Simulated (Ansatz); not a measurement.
Nudged elastic band run: H8Si2

The input (input.yaml):

```yaml
crystal:
  periodic: [false, false, false]
  atoms:
    - { symbol: Si, position_ang: [0.375815, 0.009917, 0.17363] }
    - { symbol: Si, position_ang: [0.421797, 0.005562, 2.520043] }
    - { symbol: H, position_ang: [-0.967346, -0.089607, 3.06981] }
    - { symbol: H, position_ang: [1.213325, -1.162592, 3.017647] }
    - { symbol: H, position_ang: [1.052591, 1.263968, 3.028042] }
    - { symbol: H, position_ang: [1.773162, 0.067002, -0.357346] }
    - { symbol: H, position_ang: [-0.376503, 1.199289, -0.332521] }
    - { symbol: H, position_ang: [-0.28096, -1.231971, -0.339328] }
    - { symbol: H, position_ang: [-3.179687, 0.087058, 0.42002] }
    - { symbol: H, position_ang: [-3.164991, -0.148625, 1.143403] }
basis:
  gaussian: { orbitals: def2-SVP }
hamiltonian:
  xc: pbe0
neb:
  order_check: false
  images: 9
  f_tol: 0.05
  max_iterations: 60
  initial_path: linear
  final_atoms:
    - { symbol: Si, position_ang: [-0.43954843, 0.17046102, -0.86674898] }
    - { symbol: Si, position_ang: [-0.18701581, -0.17067091, 3.33570346] }
    - { symbol: H, position_ang: [-0.63499671, -0.53412407, 4.71245402] }
    - { symbol: H, position_ang: [0.80839685, -1.17315565, 2.85443975] }
    - { symbol: H, position_ang: [0.43750877, 1.18457788, 3.35573953] }
    - { symbol: H, position_ang: [0.54268677, 0.82818455, 0.04668546] }
    - { symbol: H, position_ang: [-0.05214367, 0.43797826, -2.28436035] }
    - { symbol: H, position_ang: [-0.43789198, -1.30154423, -0.61909617] }
    - { symbol: H, position_ang: [-1.80389291, 0.72007981, -0.61084845] }
    - { symbol: H, position_ang: [-1.36589988, -0.16178566, 2.41943174] }
```

Run as:

```bash
$ ansatz run input.yaml --threads 1 --pin off --max-ram 2048MiB --backend cpu --events-out ev --progress --plain --runs-dir out
```

Output, in part (warnings, iteration lines, the closing report on the highest movable image, with atoms numbered from 0):

```
NEB end point (image 0): max|allowed force component| = 2.612e-2 eV/Å (the criterion of neb.relax_end_points is 1.000e-2)
NEB end point (image 10): max|allowed force component| = 1.518e-2 eV/Å (the criterion of neb.relax_end_points is 1.000e-2)
NEB iter   1: max|band force component| = 7.920e0 eV/Å  barrier→ = 9.7619 eV  barrier← = 9.9745 eV  Δτ_max = 0.2000 Å  (260 SCF iters)
NEB iter   2: max|band force component| = 4.089e0 eV/Å  barrier→ = 7.0882 eV  barrier← = 7.3008 eV  Δτ_max = 0.2000 Å  (223 SCF iters)
NEB iter   3: max|band force component| = 4.754e0 eV/Å  barrier→ = 5.3567 eV  barrier← = 5.5693 eV  Δτ_max = 0.1015 Å  (208 SCF iters)
NEB iter   4: max|band force component| = 4.982e0 eV/Å  barrier→ = 4.7975 eV  barrier← = 5.0101 eV  Δτ_max = 0.2000 Å  (186 SCF iters)
NEB iter   5: max|band force component| = 3.921e0 eV/Å  barrier→ = 3.4241 eV  barrier← = 3.6367 eV  Δτ_max = 0.2000 Å  (190 SCF iters)
NEB iter   6: max|band force component| = 2.311e0 eV/Å  barrier→ = 2.9171 eV  barrier← = 3.1297 eV  Δτ_max = 0.2000 Å  (188 SCF iters)
NEB iter   7: max|band force component| = 6.812e-1 eV/Å  barrier→ = 2.4680 eV  barrier← = 2.6805 eV  Δτ_max = 0.2000 Å  (184 SCF iters)
NEB iter   8: max|band force component| = 1.183e0 eV/Å  barrier→ = 2.7769 eV  barrier← = 2.9895 eV  Δτ_max = 0.1010 Å  (188 SCF iters)
NEB iter   9: max|band force component| = 1.081e0 eV/Å  barrier→ = 2.9169 eV  barrier← = 3.1295 eV  Δτ_max = 0.1022 Å  (182 SCF iters)
NEB iter  10: max|band force component| = 1.438e0 eV/Å  barrier→ = 2.9532 eV  barrier← = 3.1658 eV  Δτ_max = 0.0499 Å  (183 SCF iters)
NEB iter  11: max|band force component| = 8.149e-1 eV/Å  barrier→ = 2.9122 eV  barrier← = 3.1248 eV  CI = image 5  Δτ_max = 0.1029 Å  (178 SCF iters)
NEB iter  12: max|band force component| = 7.181e-1 eV/Å  barrier→ = 3.0837 eV  barrier← = 3.2963 eV  CI = image 5  Δτ_max = 0.0498 Å  (181 SCF iters)
NEB iter  13: max|band force component| = 4.381e-1 eV/Å  barrier→ = 3.0437 eV  barrier← = 3.2562 eV  CI = image 5  Δτ_max = 0.1007 Å  (177 SCF iters)
NEB iter  14: max|band force component| = 2.747e-1 eV/Å  barrier→ = 3.0080 eV  barrier← = 3.2206 eV  CI = image 5  Δτ_max = 0.0920 Å  (174 SCF iters)
NEB iter  15: max|band force component| = 2.327e-1 eV/Å  barrier→ = 2.9928 eV  barrier← = 3.2054 eV  CI = image 5  Δτ_max = 0.0885 Å  (176 SCF iters)
NEB iter  16: max|band force component| = 1.549e-1 eV/Å  barrier→ = 2.9838 eV  barrier← = 3.1963 eV  CI = image 5  Δτ_max = 0.1002 Å  (179 SCF iters)
NEB iter  17: max|band force component| = 1.779e-1 eV/Å  barrier→ = 2.9705 eV  barrier← = 3.1831 eV  CI = image 5  Δτ_max = 0.0501 Å  (176 SCF iters)
NEB iter  18: max|band force component| = 1.011e-1 eV/Å  barrier→ = 2.9652 eV  barrier← = 3.1778 eV  CI = image 5  Δτ_max = 0.0997 Å  (174 SCF iters)
NEB iter  19: max|band force component| = 1.328e-1 eV/Å  barrier→ = 2.9589 eV  barrier← = 3.1715 eV  CI = image 5  Δτ_max = 0.0501 Å  (175 SCF iters)
NEB iter  20: max|band force component| = 1.158e-1 eV/Å  barrier→ = 2.9563 eV  barrier← = 3.1689 eV  CI = image 5  Δτ_max = 0.0501 Å  (174 SCF iters)
NEB iter  21: max|band force component| = 1.020e-1 eV/Å  barrier→ = 2.9543 eV  barrier← = 3.1668 eV  CI = image 5  Δτ_max = 0.0499 Å  (173 SCF iters)
NEB iter  22: max|band force component| = 1.274e-1 eV/Å  barrier→ = 2.9528 eV  barrier← = 3.1653 eV  CI = image 5  Δτ_max = 0.0996 Å  (176 SCF iters)
NEB iter  23: max|band force component| = 9.553e-2 eV/Å  barrier→ = 2.9517 eV  barrier← = 3.1643 eV  CI = image 5  Δτ_max = 0.1522 Å  (175 SCF iters)
NEB iter  24: max|band force component| = 9.041e-2 eV/Å  barrier→ = 2.9511 eV  barrier← = 3.1637 eV  CI = image 5  Δτ_max = 0.0543 Å  (169 SCF iters)
NEB iter  25: max|band force component| = 6.382e-2 eV/Å  barrier→ = 2.9507 eV  barrier← = 3.1633 eV  CI = image 5  Δτ_max = 0.0625 Å  (171 SCF iters)
NEB iter  26: max|band force component| = 4.246e-2 eV/Å  barrier→ = 2.9504 eV  barrier← = 3.1629 eV  CI = image 5  Δτ_max = 0.0181 Å  (171 SCF iters)
NEB iter  27: max|band force component| = 8.289e-2 eV/Å  barrier→ = 2.9501 eV  barrier← = 3.1627 eV  CI = image 5  Δτ_max = 0.1181 Å  (19 SCF iters)
NEB iter  28: max|band force component| = 8.762e-2 eV/Å  barrier→ = 2.9500 eV  barrier← = 3.1625 eV  CI = image 5  Δτ_max = 0.0434 Å  (169 SCF iters)
NEB iter  29: max|band force component| = 3.516e-2 eV/Å  barrier→ = 2.9499 eV  barrier← = 3.1624 eV  CI = image 5  Δτ_max = 0.0000 Å  (343 SCF iters)
Total energy: -15869.41151979 eV, -583.1901166789 hartree
Atom 0 at    -0.332371     0.080475     0.006905 Å, force    -0.000884     0.002159     0.003155 eV/Å
Atom 1 at    -0.057404    -0.088600     2.636196 Å, force     0.000525    -0.000704    -0.001192 eV/Å
Atom 2 at    -1.064342    -0.200309     3.743581 Å, force    -0.000246     0.000976     0.000489 eV/Å
Atom 3 at     0.817997    -1.297979     2.622112 Å, force    -0.000902     0.000960     0.000784 eV/Å
Atom 4 at     0.759720     1.147606     2.818260 Å, force     0.000504     0.000506    -0.000783 eV/Å
Atom 5 at     1.180938     0.106143     0.276699 Å, force    -0.000673    -0.002048    -0.000343 eV/Å
Atom 6 at    -0.548298     1.400002    -0.668338 Å, force    -0.000939    -0.000194     0.002910 eV/Å
Atom 7 at    -0.517800    -1.227854    -0.692732 Å, force     0.000670    -0.001382    -0.004512 eV/Å
Atom 8 at    -2.019372     0.065553     0.328610 Å, force     0.002162    -0.002077    -0.000537 eV/Å
Atom 9 at    -1.351866     0.014963     1.272106 Å, force    -0.000217     0.001805     0.000029 eV/Å
Dipole moment:    -0.051679    -0.004367     0.058775 e Å
```

The run converged. The band force fell under the threshold earlier too, but the program's further tests of the path sent the band on. Neighbouring images differ by up to 1.9 eV, so the band resolves the path poorly. Another band between the same ends (9 images) ends at a top of the same energy, where a vibrational analysis finds 1 clearly imaginary mode. The orbitals stay closed-shell, which can raise the energy where a bond breaks towards radicals; this wasn't checked here.

Final band (atoms are numbered from 1 in the order of the input):

```csv
image,path coordinate (Å),energy (eV),Si1–Si2 (Å),H9–H10 (Å),Si1–H9 (Å)
0,0.00,0.00,2.35,0.76,3.56
1,0.58,0.01,2.35,0.76,3.22
2,1.16,0.11,2.35,0.76,2.83
3,1.74,0.47,2.36,0.76,2.46
4,2.32,1.44,2.44,0.81,2.06
5,2.90,2.95,2.65,1.16,1.72
6,3.77,1.01,3.11,1.67,1.51
7,4.65,0.04,3.58,1.99,1.49
8,5.52,-0.19,4.05,2.58,1.49
9,6.40,-0.21,4.22,3.03,1.49
10,7.27,-0.21,4.22,3.19,1.49
```

Run time: 8.8 min on 1 thread of Arm Neoverse V1, with other jobs on the host, peak memory 0.16 GiB.
